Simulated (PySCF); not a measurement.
hydrogen isocyanide, CHN, SMILES [C-]#[NH+], point group C∞v.

Level: revPBE/aug-cc-pVDZ in PySCF (density fitting, grid level 2); geometry and Hessian at that level, cubic constants and property derivatives from steps of ±0.6 along each species' dimensionless normal coordinates, second-order vibrational perturbation theory. The parent has the commonest isotopes.

Equilibrium geometry (Å):

```csv
atom,x,y,z
C1,0.9163,0.5414,-0.0250
N2,-0.0322,-0.1770,-0.0163
H3,-0.8381,-0.7875,-0.0090
```

An isotope shift is δ(isotopologue) − δ(parent), that is, the negative of the change in the averaged GIAO shielding; n counts bonds from the nearest label (0: the labelled atom itself). These are computed values; those of heavy atoms are rounded to 5 ppb, about the numerical noise.

(1) What isotope shifts arise with ²H at 3?

Answers

(1) 
| nucleus | n | 0 K (ppb) | 250 K (ppb) |
| --- | --- | --- | --- |
| H3 | 0 | -216 | -180 |
| N2 | 1 | -810 | -490 |
| C1 | 2 | -1670 | -855 |
